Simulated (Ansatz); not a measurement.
# A workflow on SiH2Cl2 (dichlorosilane (DCS))

We compute a series of 32 runs (HF/STO-3G, UHF/STO-3G, HF/3-21G, UHF/3-21G, HF/6-31G*, UHF/6-31G*, B3LYP/6-31G*, UB3LYP/6-31G*, and more) of Cl2H2Si. 

Program for the calculation: Ansatz 0.2.0.

**1. The molecule**

SiH2Cl2 has 5 atoms, charge 0, and is taken as a singlet. As SMILES, `Cl[SiH2]Cl`. Geometry: relaxed at PBE0-D4/def2-TZVP. The run starts from this shape.

Bond lengths: Cl1–Si2 2.040 Å, Si2–Cl3 2.040 Å, Si2–H4 1.476 Å, Si2–H5 1.476 Å. Angles: Cl1–Si2–Cl3 110.1°, Cl1–Si2–H4 108.5°, Cl1–Si2–H5 108.5°, Cl3–Si2–H4 108.5°, Cl3–Si2–H5 108.5°, H4–Si2–H5 112.7°.

**2. A structure relaxation at HF/STO-3G (run 1)**

job.yaml reads:

```yaml
crystal:
  periodic: [false, false, false]
  atoms:
    - {symbol: Cl, position_ang: [-1.036100, -0.393400, 1.609300]}
    - {symbol: Si, position_ang: [0.136800, -0.071700, -0.028900]}
    - {symbol: Cl, position_ang: [-0.799200, 1.196800, -1.324000]}
    - {symbol: H, position_ang: [0.352000, -1.362200, -0.711200]}
    - {symbol: H, position_ang: [1.396500, 0.556600, 0.413400]}
basis:
  gaussian:
    orbitals: STO-3G
relax:
  f_tol: 0.002
output: {orbitals: {seedname: orbitals}}
hamiltonian:
  xc: hf
```

Command:

```bash
$ ansatz run job.yaml --threads 1 --pin off --max-ram 3480MiB --events-out events.jsonl --progress --plain --runs-dir runs
```

Log:

```text
Warning: RAYON_NUM_THREADS=1 ignored (pool sized by the plan → 1); use --threads N
The last accepted step is kept in runs//last_step.txt (removed where the run ends without a failure and the disk answers)
[... 43 lines left out ...]
Total energy: -32545.70225136 eV, -1196.0324974683 hartree
[... 5 lines left out ...]
Dipole moment:     0.591311    -0.265486    -0.096201 e Å
```

Run time: 2.2 s. Hardware: 1 thread of Arm Neoverse V1, shared host; peak memory 0.087 GiB.

Steps, from the record of the run:

| step | energy from the first frame kept (eV) | largest force (eV/Å) |
| --- | --- | --- |
| 1 | 0.0000 | 2.8028 |
| 2 | -0.1012 | 0.6488 |
| 3 | -0.1142 | 0.1471 |
| 4 | -0.1144 | 0.1042 |
| 5 | -0.1147 | 0.0009 |

After the run. Bond lengths: Cl1–Si2 2.079 Å, Si2–Cl3 2.079 Å, Si2–H4 1.424 Å, Si2–H5 1.424 Å. Angles: Cl1–Si2–Cl3 109.3°, Cl1–Si2–H4 108.5°, Cl1–Si2–H5 108.5°, Cl3–Si2–H4 108.5°, Cl3–Si2–H5 108.5°, H4–Si2–H5 113.5°.

**3. Vibrational wavenumbers at HF/STO-3G (run 2)**

job.yaml reads:

```yaml
crystal:
  periodic: [false, false, false]
  atoms:
    - {symbol: Cl, position_ang: [-1.043192, -0.401888, 1.630375]}
    - {symbol: Si, position_ang: [0.162098, -0.083067, -0.033027]}
    - {symbol: Cl, position_ang: [-0.803102, 1.210281, -1.343340]}
    - {symbol: H, position_ang: [0.360900, -1.329552, -0.692725]}
    - {symbol: H, position_ang: [1.373296, 0.530326, 0.397317]}
basis:
  gaussian:
    orbitals: STO-3G
hamiltonian:
  xc: hf
phonons:
  temperatures: {t_min: 298.15, t_max: 298.15, t_step: 1}
```

Command:

```bash
$ ansatz run job.yaml --threads 1 --pin off --max-ram 3480MiB --events-out events.jsonl --progress --plain --runs-dir runs
```

Log:

```text
Warning: RAYON_NUM_THREADS=1 ignored (pool sized by the plan → 1); use --threads N
[... 169 lines left out ...]
Total energy: -32545.70224374 eV, -1196.0324971883 hartree
[... 5 lines left out ...]
Dipole moment:     0.591311    -0.265487    -0.096200 e Å
Vibrations: 203.53 605.37 680.36 692.09 868.52 1039.56 1151.72 2874.65 2921.10 cm⁻¹, zero-point energy 0.684201 eV
```

Wall time 7.8 s (1 thread of Arm Neoverse V1, shared host); peak memory 0.08 GiB.

Runs 3 to 10 aren't shown in full; the table further down has their settings and results.

**4. The doublet cation: a single-point energy at UHF/6-31G(d) (Cartesian functions) (run 11)**

job.yaml reads:

```yaml
crystal:
  periodic: [false, false, false]
  atoms:
    - symbol: Cl
      position_ang: [-1.035539, -0.398270, 1.617101]
    - symbol: Si
      position_ang: [0.142279, -0.074171, -0.029801]
    - symbol: Cl
      position_ang: [-0.797420, 1.200678, -1.332235]
    - symbol: H
      position_ang: [0.352941, -1.351585, -0.705317]
    - symbol: H
      position_ang: [1.387739, 0.549449, 0.408852]
basis:
  gaussian: {orbitals: "6-31G*"}
magnetization: {spin_polarized: true, initial_magnetization: 1}
total_charge: 1
hamiltonian: {xc: hf}
```

Command:

```bash
$ ansatz run job.yaml --threads 1 --pin off --max-ram 3480MiB --events-out events.jsonl --progress --plain --runs-dir runs
```

Log, cut to the lines that bear on the results:

```text
Warning: RAYON_NUM_THREADS=1 ignored (pool sized by the plan → 1); use --threads N
Functional definition: HF
  name "HF"
[...]
557 factors; integrals over basis functions are off by at most 6.9e-4 eV
[...]
mean field -32891.10516452 eV, -1208.7258204043 hartree, gradient 6.6e-6 eV, S^2 0.759216; 5 other end points of the search recorded, 0 dependent functions left out
reference -32891.10516452 eV, -1208.7258204043 hartree; 25, 24 occupied and 36, 37 virtual orbitals, 557 factors
Total energy: -32891.10516452 eV, -1208.7258204043 hartree
```

Run time: 3.9 s. Hardware: 1 thread of Arm Neoverse V1, shared host; peak memory 0.13 GiB.

Runs 12 to 31 aren't shown in full; the table further down has their settings and results.

**5. Vibrational wavenumbers at MP2/aug-cc-pVDZ (run 32)**

run.yaml reads:

```yaml
crystal:
  periodic: [false, false, false]
  atoms:
    - {symbol: Cl, position_ang: [-1.051028, -0.401727, 1.637385]}
    - {symbol: Si, position_ang: [0.152659, -0.078833, -0.031487]}
    - {symbol: Cl, position_ang: [-0.809995, 1.216732, -1.347948]}
    - {symbol: H, position_ang: [0.352995, -1.371697, -0.716221]}
    - {symbol: H, position_ang: [1.405369, 0.561626, 0.416872]}
basis:
  gaussian:
    orbitals: aug-cc-pVDZ
correlation:
  method: mp2
phonons:
  temperatures: {t_min: 298.15, t_max: 298.15, t_step: 1}
```

Command:

```bash
$ ansatz run run.yaml --threads 1 --pin off --max-ram 3480MiB --events-out events.jsonl --progress --plain --runs-dir runs
```

Log:

```text
Warning: RAYON_NUM_THREADS=1 ignored (pool sized by the plan → 1); use --threads N
[... 11 lines left out ...]
15 core orbitals not correlated: weight in the atoms' cores, before any rotation towards them, 1.000 or more for the frozen orbitals, at most 0.000 for the correlated occupied ones
[... 43 lines left out ...]
15 core orbitals not correlated: weight in the atoms' cores, before any rotation towards them, 1.000 or more for the frozen orbitals, at most 0.000 for the correlated occupied ones
[... 38 lines left out ...]
Dipole moment:     0.290956    -0.130637    -0.047331 e Å
[... 1 line left out ...]
Checks for a lower state left out: cluster_reference
```

It took 46 s on 1 thread of Arm Neoverse V1, shared host; peak memory 0.23 GiB.

**6. Overview of the runs**

| run | level | task | walk f tol | partner | energy (Eh) | dipole moment (D) | wall time |
| --- | --- | --- | --- | --- | --- | --- | --- |
| 1 | HF/STO-3G | optimise | 0.002 | base | -1196.032497 | 3.15 | 2.2 s |
| 2 | HF/STO-3G | frequencies | – | base | -1196.032497 | 3.15 | 7.8 s |
| 3 | UHF/STO-3G | energy | – | cation | -1195.668264 | – | 1.1 s |
| 4 | UHF/STO-3G | optimise | – | cation | -1195.698426 | – | 5.4 s |
| 5 | HF/3-21G | optimise | 0.002 | base | -1203.223612 | 3.44 | 3.3 s |
| 6 | HF/3-21G | frequencies | – | base | -1203.223612 | 3.44 | 6 s |
| 7 | UHF/3-21G | energy | – | cation | -1202.806733 | – | 3.3 s |
| 8 | UHF/3-21G | optimise | – | cation | -1202.840781 | – | 11 s |
| 9 | HF/6-31G* (Cartesian functions) | optimise | 0.002 | base | -1209.140932 | 1.95 | 4.8 s |
| 10 | HF/6-31G* (Cartesian functions) | frequencies | – | base | -1209.140932 | 1.95 | 15 s |
| 11 | UHF/6-31G* (Cartesian functions) | energy | – | cation | -1208.725820 | – | 3.9 s |
| 12 | UHF/6-31G* (Cartesian functions) | optimise | – | cation | -1208.749190 | – | 16 s |
| 13 | B3LYP/6-31G* (Cartesian functions) | optimise | 0.002 | base | -1211.180283 | 1.66 | 11 s |
| 14 | B3LYP/6-31G* (Cartesian functions) | frequencies | – | base | -1211.180283 | 1.66 | 27 s |
| 15 | UB3LYP/6-31G* (Cartesian functions) | energy | – | cation | -1210.766008 | – | 6.9 s |
| 16 | UB3LYP/6-31G* (Cartesian functions) | optimise | – | cation | -1210.767503 | – | 31 s |
| 17 | PBE/def2-SVP | optimise | 0.002 | base | -1210.268207 | 1.20 | 8.1 s |
| 18 | PBE/def2-SVP | frequencies | – | base | -1210.268207 | 1.20 | 9.6 s |
| 19 | UPBE/def2-SVP | energy | – | cation | -1209.874910 | – | 15 s |
| 20 | UPBE/def2-SVP | optimise | – | cation | -1209.876510 | – | 39 s |
| 21 | MP2/6-31G* (Cartesian functions) | optimise | 0.002 | base | -1209.473367 | 1.69 | 7.2 s |
| 22 | MP2/6-31G* (Cartesian functions) | frequencies | – | base | -1209.473367 | 1.69 | 14 s |
| 23 | UMP2/6-31G* (Cartesian functions) | energy | – | cation | -1209.037114 | – | 9.3 s |
| 24 | UMP2/6-31G* (Cartesian functions) | optimise | – | cation | -1209.055650 | – | 32 s |
| 25 | HF/cc-pVTZ | optimise | 0.002 | base | -1209.255724 | 1.47 | 14 s |
| 26 | HF/cc-pVTZ | frequencies | – | base | -1209.255724 | 1.47 | 44 s |
| 27 | CCSD/cc-pVDZ | optimise | 0.002 | base | -1209.605071 | 1.47 | 67 s |
| 28 | CCSD/cc-pVDZ | frequencies | – | base | -1209.605071 | 1.47 | 2 min |
| 29 | r2SCAN/def2-TZVP | optimise | 0.002 | base | -1211.142531 | 1.11 | 27 s |
| 30 | r2SCAN/def2-TZVP | frequencies | – | base | -1211.142531 | 1.11 | 34 s |
| 31 | MP2/aug-cc-pVDZ | optimise | 0.002 | base | -1209.602225 | 1.55 | 26 s |
| 32 | MP2/aug-cc-pVDZ | frequencies | – | base | -1209.602224 | 1.55 | 46 s |

**7. Results**

| quantity | value |
| --- | --- |
| run 32, MP2/aug-cc-pVDZ: total energy | -1209.60222 Eh |
| run 32, MP2/aug-cc-pVDZ: dipole moment (correlated density) | 1.55 D |
| run 32, MP2/aug-cc-pVDZ: correlation energy (15 core orbitals frozen) | -394.2 mEh |
| run 32, MP2/aug-cc-pVDZ: largest force on an atom | 0.000 eV/Å |
| run 32, MP2/aug-cc-pVDZ: lowest harmonic wavenumber | 179 cm⁻¹ |
| run 32, MP2/aug-cc-pVDZ: highest harmonic wavenumber | 2336 cm⁻¹ |
| run 32, MP2/aug-cc-pVDZ: zero-point energy | 54.1 kJ/mol |
| vertical ionisation energy (to the doublet cation), HF/STO-3G | 9.911 eV |
| vertical ionisation energy (to the doublet cation), HF/6-31G* | 11.296 eV |
| vertical ionisation energy (to the doublet cation), B3LYP/6-31G* | 11.273 eV |
| vertical ionisation energy (to the doublet cation), MP2/6-31G* | 11.871 eV |
| adiabatic ionisation energy (to the doublet cation, no zero-point term), HF/3-21G | 10.417 eV |
| adiabatic ionisation energy (to the doublet cation, no zero-point term), B3LYP/6-31G* | 11.232 eV |
| adiabatic ionisation energy (to the doublet cation, no zero-point term), PBE/def2-SVP | 10.659 eV |
| adiabatic ionisation energy (to the doublet cation, no zero-point term), MP2/6-31G* | 11.367 eV |

**Reading.** At HF/STO-3G: the vertical ionisation energy comes to 9.91 eV (229 kcal/mol). In a minimal basis such a difference can be off by several eV, whatever the method. At HF/6-31G*: the vertical ionisation energy comes to 11.30 eV (1090 kJ/mol). At B3LYP/6-31G*: the vertical ionisation energy comes to 11.27 eV (260 kcal/mol). At MP2/6-31G*: removing an electron at fixed nuclei costs 11.87 eV (1145 kJ/mol). At HF/3-21G: the adiabatic ionisation energy (to the doublet cation, no zero-point term) is 10.42 eV (240 kcal/mol). Totals of different functionals can't be ranked against each other. In runs 1, 2, 3, 4 the basis is minimal, so the values are rough. All runs together took 11 min, the longest 2 min.
